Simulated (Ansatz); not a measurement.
Equilibrium lattice constant a of some III–V compounds, all zinc-blende

Method: r²SCAN+rVV10 (PAW; Ansatz, a first-principles code). References are measured values corrected to a static lattice.

Values in Å.

```
solid             reference  r²SCAN+rVV10  error (%)
----------------  ---------  ------------  ---------
zinc-blende GaAs       5.64         5.646      +0.11
cubic BN              3.593         3.607      +0.39
zinc-blende InAs      6.047         6.083      +0.60
zinc-blende GaP       5.439         5.436      -0.06
zinc-blende InSb      6.468         6.521      +0.82
zinc-blende BP        4.525         4.531      +0.13
zinc-blende InP       5.858         5.886      +0.48
```

Over these 7 solids the mean error is +0.35 %, the mean absolute error 0.37 % (median 0.39 %), and the worst case zinc-blende InSb at +0.82 %; the value is too high in 6 of 7 cases.

All these references are brought to a static lattice.

Spin–orbit coupling is left out, also for the solids with elements from indium on (zinc-blende InAs, zinc-blende InSb, zinc-blende InP); its size isn't shown.

Differences are worked out from the printed values.

Caveats: the gap of the solid is closed in this run (zinc-blende InAs). Ansatz's density-functional and Hartree–Fock values are scalar-relativistic unless marked +SOC, with PAW data made under PBE.

Not in this set, of the III–V compounds with a reference value in our tables and a result at some level: 4 for a reference at room or unstated temperature; 3 for no value at r²SCAN+rVV10 (not run, a failed fit, an unstable or unbound cell, or a value held back for tests); 1 for a high-temperature or high-pressure phase. These can be a level's best or worst cases. At least 3 more with a reference value are held back for tests. Solids without a released value at any level aren't counted. Layered and molecular crystals are counted apart.

References as tabulated in Mejia-Rodriguez and Trickey (2018), arXiv:1807.09216; Goldzak et al. (2022), arXiv:2208.04865.
